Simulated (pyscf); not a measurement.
Thermochemistry of product channels of F–Ga(F)–F + methyl (CH₃•) on the doublet surface, in eV, from ωB97M-D3(BJ)/def2-TZVP energies (ideal gas, 1 atm, RRHO with modes under 100 cm⁻¹ raised to 100, one conformer, R ln 2 for chiral ones without a mode under 150 cm⁻¹). PySCF, gas phase, ωB97X-D3(BJ)/def2-SVP geometries.

```tsv
products	ΔE	ΔH(298 K)	ΔG(600 K)	ΔG(1200 K)
•H₂C–F + F–GaH–F	+1.35	+1.32	+1.17	+1.04
F–CH₂–Ga(F)–F + H atom (H•)	+1.94	+1.88	+2.05	+2.15
fluoromethane (H₃C–F) + [F–Ga–F]•	+0.29	+0.44	+0.38	+0.40
F atom (F•) + H₃C–Ga(F)–F	+1.72	+1.83	+1.89	+1.92
hydrogen fluoride (HF) + [F–Ga–F]• + methylene (CH₂) [triplet]	+4.34	+4.23	+3.23	+2.24
```

These are energies of the channels, which say nothing of barriers. Left out: orbital degeneracy and the spin-orbit lowering of F. Elements up to Kr have no core potential and no relativistic terms here.
